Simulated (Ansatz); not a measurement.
# H4OSSi (SMILES [SiH3]OS): single points off equilibrium

An exercise on one series of results from a longer session: the logs are not shown, and one member is left open.

The runs use Ansatz 0.2.0, Gaussian basis; single points in def2-TZVPP.

Correlated methods freeze the cores.

### The starting structure

SMILES `[SiH3]OS`, 7 atoms, charge 0, spin multiplicity 1.

Atoms are counted from 1 here; the program's logs count them from 0.

Bond lengths: Si1–O2 1.683 Å, Si1–H4 1.464 Å, Si1–H5 1.563 Å, Si1–H6 1.410 Å, O2–S3 1.717 Å, S3–H7 1.567 Å. Angles: O2–Si1–H4 100.5°, O2–Si1–H5 122.8°, O2–Si1–H6 100.3°, H4–Si1–H5 112.8°, H4–Si1–H6 126.2°, H5–Si1–H6 95.8°, Si1–O2–S3 124.9°, O2–S3–H7 85.7°.

As a file:

```xyz
7
charge 0, multiplicity 1
Si   -0.80870    0.54100   -0.22930
O     0.24480   -0.41460    0.66980
S     1.23370   -1.66140    0.02550
H    -1.78540   -0.46370   -0.65410
H    -0.33120    1.45470   -1.40350
H    -1.03670    1.59150    0.68350
H     2.21270   -1.33210    1.20330
```

The first run:

Input file run/in.yaml:

```yaml
crystal:
  periodic: [false, false, false]
  atoms:
    - {symbol: Si, position_ang: [-0.808700, 0.541000, -0.229300]}
    - {symbol: O, position_ang: [0.244800, -0.414600, 0.669800]}
    - {symbol: S, position_ang: [1.233700, -1.661400, 0.025500]}
    - {symbol: H, position_ang: [-1.785400, -0.463700, -0.654100]}
    - {symbol: H, position_ang: [-0.331200, 1.454700, -1.403500]}
    - {symbol: H, position_ang: [-1.036700, 1.591500, 0.683500]}
    - {symbol: H, position_ang: [2.212700, -1.332100, 1.203300]}
basis:
  gaussian: {orbitals: def2-TZVPP}
correlation: {method: ccsd_t}
output: {forces: true}
```

No record of the launch command was kept for these runs.

Among the steps run: CCSD(T)/def2-TZVPP; PBE0-D4/def2-TZVPP; wB97M-V/def2-TZVPP; r2SCAN-D4/def2-TZVPP; PBE-D4/def2-TZVPP; B97M-V/def2-TZVPP; revPBE-D4/def2-TZVPP.

One table of the session follows, with a row left open; its other results are not shown here.

```
   method  RMS force component (eV/Å)  angle to CCSD(T) forces (°)  dipole (D)
  CCSD(T)                       1.333                    reference        0.23
  PBE0-D4                       1.390                          4.7        0.25
  wB97M-V                           ?                            ?           ?
r2SCAN-D4                       1.327                          1.9        0.25
   PBE-D4                       1.230                          6.7        0.23
   B97M-V                       1.353                          4.8        0.15
revPBE-D4                       1.222                          8.3        0.22
```

**Question.** Estimate the row for wB97M-V.

**Answer.** RMS force component (eV/Å): 1.386; angle to CCSD(T) forces (°): 3.9; dipole (D): 0.22. In the column «RMS force component (eV/Å)» it lies between B97M-V (1.353) and PBE0-D4 (1.390).
